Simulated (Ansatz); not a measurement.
# CH8OSi: the cost of one run

Method: RHF/def2-SVP, in Ansatz 0.2.0.

## 1. The structure to begin with

Bond lengths: Si1–C2 2.220 Å, C2–H3 1.110 Å, C2–H4 1.110 Å, C2–H5 1.110 Å, Si1–H6 1.460 Å, Si1–H7 1.459 Å, Si1–H8 1.459 Å, Si1–O9 1.980 Å, O9–H10 1.010 Å. Angles (14 of 17 angles, heavy atoms first): C2–Si1–O9 71.6°, Si1–C2–H3 109.5°, Si1–C2–H4 109.5°, Si1–C2–H5 109.5°, C2–Si1–H6 109.5°, C2–Si1–H7 109.5°, C2–Si1–H8 109.5°, H6–Si1–O9 170.0°, H7–Si1–O9 61.6°, H8–Si1–O9 78.8°, Si1–O9–H10 109.5°, H3–C2–H4 109.4°, H3–C2–H5 109.4°, H4–C2–H5 109.4°.

Structure file:

```xyz
11

Si    0.0000    0.0000    0.0000
C     0.0000    0.0000    2.2200
H    -0.9996   -0.3092    2.5905
H     0.7676   -0.7111    2.5905
H     0.2320    1.0203    2.5905
H     1.3768    0.0000   -0.4862
H    -0.6877    1.1914   -0.4862
H    -0.6877   -1.1914   -0.4862
O    -1.8477    0.3412    0.6243
H    -2.4944   -0.2152    0.0837
H    -1.2238    0.2260    1.7514
```

## 2. A restrained relaxation towards end A

Springs on the bonds that form and break draw the guess towards this end; the thresholds are loose.

input.yaml reads:

```yaml
crystal:
  periodic: [false, false, false]
  atoms:
    - { symbol: Si, position_ang: [0.0, 0.0, 0.0] }
    - { symbol: C, position_ang: [0.0, 0.0, 2.22] }
    - { symbol: H, position_ang: [-0.9996, -0.3092, 2.5905] }
    - { symbol: H, position_ang: [0.7676, -0.7111, 2.5905] }
    - { symbol: H, position_ang: [0.232, 1.0203, 2.5905] }
    - { symbol: H, position_ang: [1.3768, 0.0, -0.4862] }
    - { symbol: H, position_ang: [-0.6877, 1.1914, -0.4862] }
    - { symbol: H, position_ang: [-0.6877, -1.1914, -0.4862] }
    - { symbol: O, position_ang: [-1.8477, 0.3412, 0.6243] }
    - { symbol: H, position_ang: [-2.4944, -0.2152, 0.0837] }
    - { symbol: H, position_ang: [-1.2238, 0.226, 1.7514] }
basis:
  gaussian: { orbitals: def2-SVP }
hamiltonian:
  xc: hf
relax:
  f_tol: 0.15
  max_steps: 25
  restrain:
    - { distance: [0, 8], at: 2.88, k: 30.0 }
    - { distance: [10, 1], at: 2.31, k: 30.0 }
    - { distance: [0, 1], at: 1.87, k: 30.0 }
    - { distance: [10, 8], at: 1.01, k: 30.0 }
```

Run with:

```console
$ ansatz run input.yaml --threads 1 --pin off --max-ram 2048MiB --backend cpu --events-out ev --progress --plain --runs-dir out
```

What time and memory should one allow on 1 thread of Intel Xeon 6975P-C (Granite Rapids), shared host?

About 11 s, with a peak of 0.16 GiB.
